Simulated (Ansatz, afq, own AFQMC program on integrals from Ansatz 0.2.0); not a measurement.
BH₃S, triplet: AFQMC among the cluster methods

```csv
atom,x (Å),y (Å),z (Å)
B,-2.2789,0.0000,0.0000
H,-2.8756,1.0336,0.0000
H,-2.8756,-1.0336,0.0000
H,-0.6989,0.0000,0.0000
S,0.9711,0.0000,0.0000
```

Connectivity, by distances: BH2 ··· SH.

Basis cc-pVTZ. Only valence electrons are correlated. Ansatz 0.2.0 and our own AFQMC program on the same integrals; the CISD trial comes from CCSD amplitudes, and released means the phaseless constraint is let go. Error bars are statistical, one sigma.

Determinant: UHF, the one that the program's search chose, which needn't be the lowest solution. The geometry is a point of a scan.

No full CI on the walks' own integrals is used here. The released AFQMC energy serves as the reference, which it does only where one determinant dominates, the energy is flat over the last release times and near the phaseless one (40 meV or 2 meV an electron, half that with transition metals). On small molecules, where full CI could be run and the noise was under 10 meV, such values lay within 10 meV of it in 19 cases of 20, a flattering rate, since the rule was set on those same cases; what remains of the bias isn't in the error bar.

Cautions: lower spins were not checked; unrestricted determinant slightly spin contaminated (⟨S²⟩ 2.06 against 2.00); the released value is read at 2.40 1/Eh (meV from the phaseless value at times in 1/Eh: -1 ± 6 at 0.24, -9 ± 7 at 0.51, -8 ± 5 at 0.99, -17 ± 6 at 1.62, -16 ± 8 at 2.40).

The T1 diagnostic is 0.0165 and the weight of the determinant in the CISD state is 0.864. The ⟨S²⟩ of the determinant is 2.057 and the size of the correlated space is 12 electrons in 100 orbitals.

| level | correlation energy (eV) |
| --- | --- |
| MP2 | -6.6594 |
| CCSD | -7.8730 |
| CCSD(T) | -8.1460 |

Problem. Estimate where phaseless AFQMC with a CISD trial lies against CCSD(T) on the same integrals.

Solution. 3.7 ± 0.5 kJ/mol below CCSD(T).

Reference: AFQMC with the constraint released, correlation energy -8.200 ± 0.008 eV.

```json
{"level": "CCSD(T)", "E − E(reference) (kJ/mol)": "5.2 ± 0.8", "share of correlation (%)": "99.35"}
{"level": "ph-AFQMC/CISD", "E − E(reference) (kJ/mol)": "1.5 ± 1.0", "share of correlation (%)": "99.81"}
```

A walk keeps the symmetry of its determinant, which the program's search chose and which needn't be the lowest solution, so a lower state of the same spin and another symmetry isn't excluded. Released energies are given only where the last usable release times agree within the noise; a slower fall can still hide under it.
